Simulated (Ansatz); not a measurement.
One change: `C/C(F)=C(/C)F` becomes `C/C(F)=C(/C)Cl`.

Ansatz, PBE0-D4/def2-TZVP geometries, multiplicity 1. 

| property | `C/C(F)=C(/C)F` |
| --- | --- |
| HOMO–LUMO gap (B3LYP/def2-TZVPP) / eV | 7.10 |
| size of the dipole moment (PBE/def2-TZVPP) / D | 0.00 |
| LUMO energy (B3LYP/def2-TZVPP) / eV | 0.53 |
| size of the dipole moment (B3LYP/def2-TZVPP) / D | 0.00 |
| HOMO–LUMO gap (ωB97M-V/def2-TZVPP) / eV | 11.83 |
| HOMO energy (PBE/def2-TZVPP) / eV | -5.47 |

(1) What does the change do to each property? (Estimate.)

Answers

(1) The calculation gave: 
```tsv
property	`C/C(F)=C(/C)Cl`	shift
HOMO–LUMO gap (B3LYP/def2-TZVPP) / eV	6.74	-0.36
size of the dipole moment (PBE/def2-TZVPP) / D	0.35	0.35
LUMO energy (B3LYP/def2-TZVPP) / eV	0.13	-0.40
size of the dipole moment (B3LYP/def2-TZVPP) / D	0.33	0.33
HOMO–LUMO gap (ωB97M-V/def2-TZVPP) / eV	11.49	-0.34
HOMO energy (PBE/def2-TZVPP) / eV	-5.60	-0.13
```

With PBE0 the HOMO falls by 0.06 eV and the LUMO falls by 0.44 eV, so the gap narrows by about 0.38 eV. PBE moves the HOMO by -0.13 eV and ωB97M-V by 0.00 eV.

B3LYP here is the variant with VWN-RPA as its local correlation; programs differ in this.
